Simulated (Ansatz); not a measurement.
**Structure relaxation of ScAs2**

These are results of DFT PBE, scalar-relativistic, plane waves, PAW in Ansatz, not measurements. Cutoff 420 eV, Γ-centred k mesh, Gaussian smearing, no spin polarisation in the final step.

The start puts ScAs2 on the fluorite structure type (Fm-3m, No. 225), with Sc in place of Ca, As in place of F, at a guessed volume.

```xyz
3
Lattice="0.0000 3.1007 3.1007 3.1007 0.0000 3.1007 3.1007 3.1007 0.0000" Properties=species:S:1:pos:R:3 pbc="T T T"
Sc    0.0000    0.0000    0.0000
As    1.5504    1.5504    1.5504
As    4.6511    4.6511    4.6511
```

Cell and atoms relax at zero pressure; the relaxation can't lower the symmetry of the start. After a coarse first stage the cell is made exact in the group found at 0.06 Å.

Energies over the elements count from the elements' standard structures at the same level, with no empirical corrections.

**Question.** Which crystal results?

**Answer.** It keeps Fm-3m (No. 225). The result has the fluorite structure. Conventional cell: a = 6.481 Å. Sc has 8 As at 2.81 Å; As is coordinated by 4 Sc at 2.81 Å and 6 As at 3.24 Å.

```cif
data_structure
_symmetry_space_group_name_H-M 'Fm-3m'
_symmetry_Int_Tables_number 225
_cell_length_a 6.4808
_cell_length_b 6.4808
_cell_length_c 6.4808
_cell_angle_alpha 90.000
_cell_angle_beta 90.000
_cell_angle_gamma 90.000
_cell_volume 272.20
loop_
_atom_site_label
_atom_site_type_symbol
_atom_site_symmetry_multiplicity
_atom_site_Wyckoff_symbol
_atom_site_fract_x
_atom_site_fract_y
_atom_site_fract_z
_atom_site_occupancy
Sc1 Sc 4 a 0.00000 0.00000 0.00000 1
As1 As 8 c 0.25000 0.75000 0.75000 1
```

**Question.** What are its volume, energy, density and gap?

**Answer.** The volume per atom is 22.68 Å³, the density is 4.75 g/cm³ and the energy over the elements is -0.42 eV/atom. The gap on the 12×12×12 mesh is 0 eV (a metal).

The final run used a 12×12×12 mesh on its 3-atom cell and 0.10 eV smearing. For metals, differences of a few meV/atom aren't resolved. A structure relaxed within its symmetry needn't be a true minimum.

Cost: 3 runs of about 0.43 core-minutes in all, on Arm Neoverse V1 (shared hosts).